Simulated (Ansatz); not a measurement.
## Relaxing YHf2

Level of theory: DFT PBE, scalar-relativistic, plane waves, PAW in Ansatz. Cutoff 420 eV, Γ-centred k mesh, Gaussian smearing, no spin polarisation in the final step.

A relaxed cell is given with its space group left out.

```
CELL_PARAMETERS angstrom
-1.89678 1.89678 5.32151
1.89678 -1.89678 5.32151
1.89678 1.89678 -5.32151
ATOMIC_POSITIONS crystal
Y 0.00000 0.00000 0.00000
Hf 0.68876 0.68876 0.00000
Hf 0.31124 0.31124 0.00000
```

The zero of energy is the elements' standard structures at the same level; no fitted shifts are applied.

Task: What space group does it have?

Result: I4/mmm (No. 139). Conventional cell: a = 3.794 Å, c = 10.643 Å. Y has 10 Hf at 3.31–3.35 Å and 4 Y at 3.79 Å; around Hf lie 4 Hf at 2.98 Å and 5 Y at 3.31–3.35 Å.

Task: What is its formation energy per atom?

Result: 0.24 eV/atom.

Task: Is it a metal?

Result: Yes, bands cross the Fermi level on the 18×18×18 mesh.

The final run used a 18×18×18 mesh on its 3-atom cell and 0.10 eV smearing. For metals, differences of a few meV/atom aren't resolved. Spin–orbit coupling is left out. The cell came from a trial start, so YHf2 may not exist in this structure.

Cost: 3 runs of about 8.5 core-minutes in all, on Arm Neoverse V1 (shared hosts).